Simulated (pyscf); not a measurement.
`[F][Mo]([F])([F])([F])([F])[F]` + `[OH][SiH3]` -> `[FH]` + `[F][Mo]([F])([F])([F])([F])[O][SiH3]`, a four-centre exchange (singlet surface; F–Mo, H–O broken, F–H, Mo–O formed). Structures and frequencies: ωB97X-D3(BJ)/def2-SVP in PySCF. Energies in kcal/mol from the separated reactants.

Small-basis levels: PySCF, no dispersion term, spherical d functions. 

### Question
Quick B3LYP/6-31G*+LANL2DZ single points give ΔE‡ = 10.2 kcal/mol and ΔE = +4.6 kcal/mol. What does ωB97M-D3(BJ)/def2-TZVP give, and how far is the quick result from it?

### Answer
ωB97M-D3(BJ)/def2-TZVP gives ΔE‡ = 14.7 kcal/mol and ΔE = -3.6 kcal/mol. B3LYP/6-31G*+LANL2DZ lies 4.5 kcal/mol under it in the barrier and 8.2 kcal/mol over it in the reaction energy, so on this step it does not hold to within 3.0 kcal/mol. ωB97M-D3(BJ)/def2-TZVP has limits of its own. On the reactant side the descent ends in an adduct with a Mo–O contact, 2.0 kcal/mol under the separated species and 15.8 kcal/mol under the saddle at ωB97X-D3(BJ)/def2-TZVP. What is counted as formed (Mo–O) is already present as a longer contact in the reactant adduct; forming that adduct is a step of its own. One saddle was located; it need not be the lowest between these sides. In the def2 sets elements past Kr carry core potentials, without spin-orbit coupling.
